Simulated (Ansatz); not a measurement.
# B2PH (quintet): the correlation ladder, cc-pVDZ

An exercise on one series of results from a longer session: the logs are not shown, and one member is left open.

Method: cc-pVDZ, core rule «outside noble gas», up to 7 orbitals frozen; program: Ansatz 0.2.0, Gaussian basis.

Plan: UHF; CCSD(T) on ROHF; CCSD(T) on UHF; BCCD(T) on ROHF; CISD as a restricted active space (open shells left free, so some higher excitations enter); CCSDT(Q) on ROHF; CCSDT(Q) on UHF; CASSCF and NEVPT2, 12 electrons in 11 orbitals.

19 further runs of the same task are left out: 1 for a known fault of the program, 6 that didn't finish, 12 set aside as unsound or not needed. Runs told in other sessions of the task aren't counted.

## The geometry

The geometry is a PBE0/def2-TZVP stationary point (not a proven minimum) of the parent state, kept for this charge and spin.

4 atoms, charge 0, spin multiplicity 5.

Atoms are counted from 1 here; the program's logs count them from 0.

Bond lengths: B1–B2 1.551 Å, B1–H4 1.177 Å, B2–P3 1.763 Å. Angles: B2–B1–H4 180.0°, B1–B2–P3 180.0°.

Geometry (Å):

```xyz
4
charge 0, multiplicity 5
B     0.0000    0.0000    0.9222
B     0.0000    0.0000   -0.6292
P     0.0000    0.0000   -2.3921
H     0.0000    0.0000    2.0990
```

The first run:

Contents of in.yaml:

```yaml
crystal:
  periodic: [false, false, false]
  atoms:
    - {symbol: B, position_ang: [0.000000, 0.000000, 0.922225]}
    - {symbol: B, position_ang: [0.000000, 0.000000, -0.629175]}
    - {symbol: P, position_ang: [0.000000, 0.000000, -2.392075]}
    - {symbol: H, position_ang: [0.000000, 0.000000, 2.099025]}
basis:
  gaussian: {orbitals: cc-pVDZ}
magnetization: {spin_polarized: true, initial_magnetization: 4}
hamiltonian: {xc: hf}
output: {orbitals: {seedname: orbitals}}
```

On the command line:

```console
$ ansatz run in.yaml --threads 1 --pin off --events-out ev --progress --plain --max-ram 2393MiB
```

Among the steps run: UHF; CCSD(T) on ROHF; CCSD(T) on UHF; BCCD(T) on ROHF; CISD as a restricted active space (open shells left free, so some higher excitations enter); CCSDT(Q) on ROHF; CCSDT(Q) on UHF; CASSCF and NEVPT2, 12 electrons in 11 orbitals.

One table of the session follows, with a row left open; its other results are not shown here.

It belongs to the step «Misses and costs». 

| method | from UCCSDT(Q) (kJ/mol) |
| --- | --- |
| ROHF | +653.6 |
| UHF | +630.9 |
| RMP2 | +129.6 |
| UMP2 | +133.6 |
| CISD | +76.1 |
| RCCSD | +25.1 |
| UCCSD | ? |
| RCCSD(T) | +5.3 |
| UCCSD(T) | +5.2 |
| BCCD(T) | +5.3 |
| RCCSDT | +1.3 |
| UCCSDT | +1.2 |
| RCCSDT(Q) | +0.1 |
| UCCSDT(Q) | 0 |
| CASSCF frontier | +538.8 |
| NEVPT2 frontier | +136.0 |

Estimate the missing values for UCCSD.

The run gave: from UCCSDT(Q) (kJ/mol): +24.4. In the column «from UCCSDT(Q) (kJ/mol)» it lies between BCCD(T) (+5.3) and RCCSD (+25.1).

Limits of these values: Restricted and unrestricted rows rest on different reference determinants; a gap between their highest levels can come from leftover correlation error, from unlike frozen cores or from another state.
